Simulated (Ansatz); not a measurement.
Molecule (SMILES): F[CH2] (CH2-F), doublet.
Atoms: C1, F2, H3, H4. Bonds: C1-F2, C1-H3, C1-H4.

How fast the optimised C1-H3 bond length converges with the basis for several methods (Ansatz, a first-principles code): deviation from each method's own reference, in Å. References: B3LYP 1.0784 Å, the value in def2-QZVPPD; HF 1.0714 Å, the value in def2-QZVPPD; MP2 1.0748 Å, the value in def2-QZVPPD; PBE 1.0878 Å, the value in def2-QZVPPD. Cartesian d functions, on some or all atoms, in 6-31G*, 6-31+G*; all else is spherical. In correlated methods cores are frozen. Open shells are unrestricted. No added dispersion term, no relativity. The reference of a correlated method is not its basis-set limit, which lies further on.

```
basis            functions   B3LYP       HF      MP2      PBE
---------------  ---------  ------  -------  -------  -------
6-31G*                  34  0.0069   0.0019   0.0070   0.0062
cc-pVDZ                 38  0.0147   0.0104   0.0175   0.0136
6-31+G*                 42  0.0058   0.0010   0.0062   0.0049
def2-SVPD               59  0.0112   0.0091   0.0127   0.0104
aug-cc-pVDZ             64  0.0096   0.0082   0.0145   0.0085
6-311++G(2d,2p)         74  0.0000  -0.0004  -0.0003  -0.0002
cc-pVTZ                 88  0.0011   0.0008   0.0014   0.0010
def2-QZVPPD            195  0.0000   0.0000   0.0000   0.0000
```

Mean absolute deviation over 6-311++G(2d,2p), cc-pVTZ: B3LYP 0.0006, PBE 0.0006, HF 0.0006, MP2 0.0008 Å.
